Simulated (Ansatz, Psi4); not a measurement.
# Cl2 (chlorine): from total energies to a heat of formation

Cl2: 2 atoms, total charge 0, spin state singlet. SMILES: `ClCl`. Geometry: relaxed at PBE0-D4/def2-TZVP.

```xyz
2

Cl    0.8457   -0.2816    0.4336
Cl   -0.8457    0.2816   -0.4336
```

Total energies at B3LYP/6-31G* (spherical functions) (Psi4 1.11); the atoms run unrestricted:

```tsv
species	state	energy (Eh)
Cl2	singlet	-920.341623
Cl	doublet	-460.132788
```

Harmonic wavenumbers at PBE0-D4/def2-TZVP, in cm⁻¹: 575.

Measured heats of formation of the gaseous atoms at 298.15 K, in kJ/mol: Cl 121.3. Spin-orbit lowering of the atoms at 298 K (mean of the ground term's levels less their thermal mean, from spectra), in kJ/mol: Cl 3.44. Take 1 Eh = 2625.50 kJ/mol, 1 cm⁻¹ = 0.0119627 kJ/mol, RT = 2.479 kJ/mol.

Task: Work out the heat of formation of the gas at 298 K.

Result: 
1. Electronic atomisation energy: 2 × (-460.132788) − (-920.341623) = 0.076047 Eh = 199.7 kJ/mol.
2. Zero-point energy: half the sum of the wavenumbers, 287.5 cm⁻¹ = 3.4 kJ/mol.
3. Thermal vibrational enthalpy, Σ hcν̃/(exp(hcν̃/kT) − 1): 0.5 kJ/mol. Translation, rotation and pV of a linear molecule: 3.5 RT = 8.7 kJ/mol.
4. The 2 free atoms carry 5/2 RT each: 12.4 kJ/mol.
5. Spin-orbit coupling lowers the free atoms by 2 × 3.44 = 6.9 kJ/mol.
6. Atomisation enthalpy at 298 K: 199.7 − 6.9 − 3.4 − 0.5 − 8.7 + 12.4 = 192.6 kJ/mol.
7. Sum of the atoms' heats of formation: 242.6 kJ/mol. Heat of formation: 242.6 − 192.6 = +50.0 kJ/mol.

The tabulated value is 0.0 kJ/mol (Active Thermochemical Tables), so this level is off by +50.0 kJ/mol, or 20.6 % of the atomisation enthalpy that the table implies (242.6 kJ/mol). Anharmonicity and any spin-orbit splitting of the molecule are left out.
